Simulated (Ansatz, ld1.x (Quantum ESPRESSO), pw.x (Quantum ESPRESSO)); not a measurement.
## Ag (Z = 47): does the RRKJ potential hold in the solid?

Ag, norm-conserving RRKJ (Kleinman–Bylander form), made with ld1.x (Quantum ESPRESSO) 7.5 (LDA (PW92), scalar-relativistic). Core [Kr], reference 4d10 5s1 5p0. Waves: 5s (bound): rc 2.20 bohr; 5p (bound, empty): rc 4.15 bohr; 4d (bound): rc 1.75 bohr. Local part: the d channel. Core correction: none. rho0 = 0.001.

Crystal test: bcc Ag in pw.x 7.5, no spin, 14³ k-points, Fermi–Dirac smearing 0.01 Ry, cutoffs 110/440 Ry. The lattice is a test structure that the element need not adopt, and mesh and smearing are coarse.

pw.x input:

```
&control
  calculation='scf', prefix='x', pseudo_dir='./', outdir='./tmp', tstress=.true., disk_io='low'
/
&system
  ibrav=0, nat=1, ntyp=1, ecutwfc=110, ecutrho=440, nbnd=13,
  occupations='smearing', smearing='fd', degauss=0.01
/
&electrons
  conv_thr=1e-09, mixing_beta=0.4, electron_maxstep=70
/
ATOMIC_SPECIES
Ag 1.0 Ag.UPF
CELL_PARAMETERS angstrom
  -1.59392225 1.59392225 1.59392225
  1.59392225 -1.59392225 1.59392225
  1.59392225 1.59392225 -1.59392225
ATOMIC_POSITIONS crystal
Ag 0.0000 0.0000 0.0000
K_POINTS automatic
14 14 14 0 0 0
```

```bash
pw.x < Ag.scf.in > Ag.scf.out
```

Q: How does the run end?

A: It converges; the pressure is -79.28 GPa against -0.64 GPa from all-electron LAPW. The largest radius (4.15 bohr) exceeds half the bond length (2.61 bohr), so the spheres overlap, which is one possible source of error among others. This is a poor potential for the solid. Note: ghost states, extra bound levels that the all-electron valence spectrum of the same l lacks: s at -121.8 eV, p at -31.2 eV. A true bound ghost makes a file unfit for plane-wave use. Atomic configuration tests: 1 of 9 tests not solved or not reliable. The log shows:

```
     kinetic-energy cutoff     =     110.0000  Ry
     charge density cutoff     =     440.0000  Ry
     scf convergence threshold =      1.0E-09
     Exchange-correlation= PW
     number of k points=   104  Fermi-Dirac smearing, width (Ry)=  0.0100
     iteration #  1     ecut=   110.00 Ry     beta= 0.40
     total energy              =     -91.32870314 Ry
     estimated scf accuracy    <      21.53167646 Ry
     iteration #  2     ecut=   110.00 Ry     beta= 0.40
     total energy              =     -92.68428294 Ry
     estimated scf accuracy    <       1.87084696 Ry
     iteration #  3     ecut=   110.00 Ry     beta= 0.40
     total energy              =     -92.32476816 Ry
     estimated scf accuracy    <       0.69940655 Ry
     iteration #  4     ecut=   110.00 Ry     beta= 0.40
     total energy              =     -92.44301903 Ry
     estimated scf accuracy    <       3.82106952 Ry
     [... 13 iterations left out ...]
     iteration # 18     ecut=   110.00 Ry     beta= 0.40
     total energy              =     -92.52205634 Ry
     estimated scf accuracy    <       0.00000350 Ry
     iteration # 19     ecut=   110.00 Ry     beta= 0.40
     total energy              =     -92.52205656 Ry
     estimated scf accuracy    <       0.00000012 Ry
     iteration # 20     ecut=   110.00 Ry     beta= 0.40
     total energy              =     -92.52205658 Ry
     estimated scf accuracy    <          4.4E-09 Ry
     iteration # 21     ecut=   110.00 Ry     beta= 0.40
     the Fermi energy is    14.6664 ev
!    total energy              =     -92.52205658 Ry
     estimated scf accuracy    <          1.1E-10 Ry
     smearing contrib. (-TS)   =      -0.02147552 Ry
     The total energy is F=E-TS. E is the sum of the following terms:
     one-electron contribution =     -28.98458431 Ry
     hartree contribution      =      23.11962206 Ry
     xc contribution           =     -13.53866311 Ry
     ewald contribution        =     -73.09695570 Ry
     convergence has been achieved in  21 iterations
          total   stress  (Ry/bohr**3)                   (kbar)     P=     -792.82
```
